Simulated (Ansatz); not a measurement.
Geometry optimisation, Ansatz 0.2.0, UKS PBE0/def2-SVP.

Input file:

```yaml
crystal:
  periodic: [false, false, false]
  atoms:
    - { symbol: Al, position_ang: [-1.45002, -0.36663, -0.41884] }
    - { symbol: Al, position_ang: [0.89216, 0.53635, 0.10784] }
    - { symbol: Cl, position_ang: [2.67762, 1.5083, 0.38469] }
    - { symbol: H, position_ang: [-2.98965, -0.69602, -0.8803] }
    - { symbol: H, position_ang: [-0.78316, -1.5187, 0.35552] }
magnetization:
  spin_polarized: true
  initial_magnetization: 1
basis:
  gaussian: { orbitals: def2-SVP }
hamiltonian:
  xc: pbe0
relax:
  f_tol: 0.02
  max_steps: 50
```

Launched with:

```bash
$ ansatz run input.yaml --threads 1 --pin off --max-ram 2048MiB --backend cpu --events-out ev --progress --plain --runs-dir out
```

Problem. Where does it end, and by what steps?

Solution. The run converged. After 11 steps the energy has fallen by 1.059 eV; H4 moved furthest, 0.80 Å.

```csv
step,energy less start (eV),largest force component (eV/Å),accepted
0,0.0000,2.253,yes
1,-0.5271,0.565,yes
2,-0.7873,0.383,yes
3,-0.8602,0.177,yes
4,-0.9007,0.105,yes
5,-0.9505,0.208,yes
6,-0.9845,0.259,yes
7,-1.0221,0.651,yes
8,-1.0502,0.355,yes
9,-1.0575,0.065,yes
10,-1.0283,0.348,no
11,-1.0586,0.008,yes
```

```xyz
5
Properties=species:S:1:pos:R:3
Al -1.142 -0.749 -0.295
Al 0.613 0.925 0.556
Cl 2.502 1.594 -0.139
H -2.435 -0.138 -1.002
H -1.191 -2.170 0.429
```

Whether the end is a true minimum wasn't checked by a vibrational analysis.

The run took 26 s on 1 thread of Intel(R) Xeon(R) 6975P-C (Granite Rapids), with other jobs on the host, peak memory 0.19 GiB.
